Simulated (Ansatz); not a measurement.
# C2H3Al (SMILES C#[C][AlH2]): PBE0/def2-TZVP

What is the vertical singlet–triplet gap of C2H3Al at PBE0/def2-TZVP? 

Program for the calculation: Ansatz 0.2.0.

37 further runs of the same task are left out: 1 that didn't finish, 36 set aside as unsound or not needed. Runs told in other sessions of the task aren't counted.

**1. The structure to begin with**

The species is C2H3Al (6 atoms), meant as a singlet with charge 0. As SMILES, `C#[C][AlH2]`. The coordinates come from a PBE0-D4/def2-TZVP relaxation.

Bond lengths: C1–C2 1.211 Å, C2–Al3 1.906 Å, C1–H4 1.067 Å, Al3–H5 1.580 Å, Al3–H6 1.580 Å. Angles: C1–C2–Al3 179.9°, C2–C1–H4 180.0°, C2–Al3–H5 118.8°, C2–Al3–H6 118.8°, H5–Al3–H6 122.4°.

**2. A single-point energy at PBE0/def2-TZVP**

Contents of molecule.yaml:

```yaml
crystal:
  periodic: [false, false, false]
  atoms:
    - {symbol: C, position_ang: [-0.792800, -1.637600, -0.298100]}
    - {symbol: C, position_ang: [-0.266100, -0.564200, -0.106200]}
    - {symbol: Al, position_ang: [0.564800, 1.124200, 0.195000]}
    - {symbol: H, position_ang: [-1.257000, -2.583100, -0.467400]}
    - {symbol: H, position_ang: [1.356700, 1.804700, -0.990500]}
    - {symbol: H, position_ang: [0.436600, 1.792000, 1.621000]}
basis:
  gaussian:
    orbitals: def2-TZVP
hamiltonian:
  xc: {name: PBE0}
accuracy: high
output:
  orbitals: {seedname: orbitals}
```

Command:

```bash
ansatz run molecule.yaml --threads 1 --pin off --max-ram 3480MiB --events-out events.jsonl --progress --plain --runs-dir runs
```

Output:

```text
Warning: RAYON_NUM_THREADS=1 ignored (pool sized by the plan → 1); use --threads N
Functional definition: PBE0
  name "PBE0"
  parameter a = 0.25
  parameter kappa = 0.804
  parameter beta = 0.06672455060314922
  exchange = (1 - a)*pbe_x(kappa = kappa, mu = beta*pi^2/3) + a*exact_x
  correlation = pbe_c(beta = beta)
1904 factors; integrals over basis functions are off by at most 5.6e-9 eV
mean field evaluation 1: about -8707.6285 eV, gradient 4.5e1 eV
mean field evaluation 2: about -8704.7539 eV, gradient 5.2e1 eV
mean field evaluation 4: about -8712.5905 eV, gradient 4.4e0 eV
mean field evaluation 8: about -8712.6341 eV, gradient 5.0e-2 eV
mean field evaluation 16: about -8712.6341 eV, gradient 1.5e-5 eV
mean field -8712.63412080 eV, -320.1833983040 hartree, gradient 1.8e-8 eV, S^2 0.000000; 0 other end points of the search recorded, 0 dependent functions left out
reference -8712.63412356 eV, -320.1833984054 hartree; 14, 14 occupied and 103, 103 virtual orbitals, 1904 factors
Total energy: -8712.63412356 eV, -320.1833984054 hartree
```

Run time: 8.7 s. Hardware: 1 thread of Intel Xeon Platinum 8259CL at 2.50GHz (Skylake/Cascade Lake), shared host; peak memory 0.33 GiB.

**3. The triplet at the same level**

Contents of job.yaml:

```yaml
crystal:
  periodic: [false, false, false]
  atoms:
    - {symbol: C, position_ang: [-0.792800, -1.637600, -0.298100]}
    - {symbol: C, position_ang: [-0.266100, -0.564200, -0.106200]}
    - {symbol: Al, position_ang: [0.564800, 1.124200, 0.195000]}
    - {symbol: H, position_ang: [-1.257000, -2.583100, -0.467400]}
    - {symbol: H, position_ang: [1.356700, 1.804700, -0.990500]}
    - {symbol: H, position_ang: [0.436600, 1.792000, 1.621000]}
basis:
  gaussian:
    orbitals: def2-TZVP
magnetization:
  spin_polarized: true
  initial_magnetization: 2
hamiltonian:
  xc: {name: PBE0}
accuracy: high
output:
  orbitals: {seedname: orbitals}
```

Command:

```bash
ansatz run job.yaml --threads 1 --pin off --max-ram 3480MiB --events-out events.jsonl --progress --plain --runs-dir runs
```

Output, cut to the lines that bear on the results:

```text
Warning: RAYON_NUM_THREADS=1 ignored (pool sized by the plan → 1); use --threads N
[... 2 set-up lines as earlier in the session ...]
[...]
1904 factors; integrals over basis functions are off by at most 5.6e-9 eV
[...]
mean field -8708.21796802 eV, -320.0211076827 hartree, gradient 3.0e-8 eV, S^2 2.007454; 10 other end points of the search recorded, 0 dependent functions left out
reference -8708.21797080 eV, -320.0211077846 hartree; 15, 13 occupied and 102, 104 virtual orbitals, 1904 factors
Total energy: -8708.21797080 eV, -320.0211077846 hartree
```

Wall time 78 s (1 thread of Intel Xeon Platinum 8259CL at 2.50GHz (Skylake/Cascade Lake), shared host); peak memory 0.46 GiB.

**4. Results**

At PBE0/def2-TZVP:

```
                                        quantity          value
                           singlet: total energy  -320.18340 Eh
                            singlet: HOMO energy       -8.05 eV
                            singlet: LUMO energy       -1.86 eV
                          singlet: HOMO–LUMO gap        6.19 eV
                           triplet: total energy  -320.02111 Eh
     triplet: HOMO energy (highest over α and β)       -4.37 eV
                                   triplet: ⟨S²⟩          2.007
vertical energy of the triplet above the singlet       4.416 eV
```

At this shape the triplet lies 4.42 eV (102 kcal/mol) above the singlet.
